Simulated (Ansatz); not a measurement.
Write a Python script for the Python package of Ansatz (0.2.0) that makes a ladder of basis sets of HMg (charge -1). Level of theory (for the species named): PBE0, STO-3G basis, multiplicity 1, D3BJ dispersion. The script varies basis: STO-3G, 6-31G, 6-31G*, def2-SVP, def2-SVPD, def2-TZVP, def2-TZVPP.

The script reads `hmg.xyz`:
```text
2

Mg    0.00000    0.00000    0.00000
H     0.00000    0.00000    1.77500
```

`hmg_basis.py`
```python
from dataclasses import dataclass

import ansatz as az


@dataclass(frozen=True)
class Options:
    functional: str = "pbe0"
    dispersion: str = "d3bj"
    charge: int = -1


cfg = Options()


def main() -> None:
    hmg = az.Crystal.molecule_from_extxyz("hmg.xyz")

    model = hmg.calculation()
    model = model.functional(cfg.functional, dispersion=cfg.dispersion)
    model = model.charge(cfg.charge)

    energies = {}
    for basis in ["STO-3G", "6-31G", "6-31G*", "def2-SVP", "def2-SVPD", "def2-TZVP", "def2-TZVPP"]:
        report = model.basis(gaussian=basis).run().report
        size = report["n_frozen"] + report["n_occupied"][0] + report["n_virtual"][0]
        energies[basis] = (report["reference_energy_ev"] / 27.211386246, report["free_energy_ev"] / 27.211386246)
        print(f"{basis:14s} {size:4d} orbitals  reference {energies[basis][0]:14.6f} Ha  total {energies[basis][1]:14.6f} Ha")

    last = energies["def2-TZVPP"][1]
    for basis, (_, total) in energies.items():
        print(f"{basis:14s} lies {27.211386 * (total - last):9.4f} eV above def2-TZVPP")


if __name__ == "__main__":
    main()
```

`python hmg_basis.py` gives:
```text
STO-3G           10 orbitals  reference    -197.610132 Ha  total    -197.610530 Ha
6-31G            15 orbitals  reference    -200.513446 Ha  total    -200.513844 Ha
6-31G*           21 orbitals  reference    -200.517687 Ha  total    -200.518085 Ha
def2-SVP         23 orbitals  reference    -200.460515 Ha  total    -200.460913 Ha
def2-SVPD        29 orbitals  reference    -200.465239 Ha  total    -200.465637 Ha
def2-TZVP        38 orbitals  reference    -200.533043 Ha  total    -200.533440 Ha
def2-TZVPP       46 orbitals  reference    -200.533160 Ha  total    -200.533558 Ha
STO-3G         lies   79.5397 eV above def2-TZVPP
6-31G          lies    0.5364 eV above def2-TZVPP
6-31G*         lies    0.4210 eV above def2-TZVPP
def2-SVP       lies    1.9768 eV above def2-TZVPP
def2-SVPD      lies    1.8482 eV above def2-TZVPP
def2-TZVP      lies    0.0032 eV above def2-TZVPP
def2-TZVPP     lies    0.0000 eV above def2-TZVPP
```

Against STO-3G: 6-31G -2903.3 mHa, 6-31G* -2907.6 mHa, def2-SVP -2850.4 mHa, def2-SVPD -2855.1 mHa, def2-TZVP -2922.9 mHa and def2-TZVPP -2923.0 mHa. The last step alone is -0.12 mHa (these two sets differ little on atoms other than hydrogen).

The drop along the ladder measures the basis error, and is no property of the molecule. The geometry is a force-field or estimated start, not a minimum of this method, and the last set is no limit. Much of the fall in a total is atomic energy, which cancels in bond and reaction energies. Total less reference energy is the dispersion correction. Totals across families of basis sets mostly measure their core functions. Finished in 1.8 s on 1 thread of Arm Neoverse V2, on a shared host, peak memory 0.14 GiB.
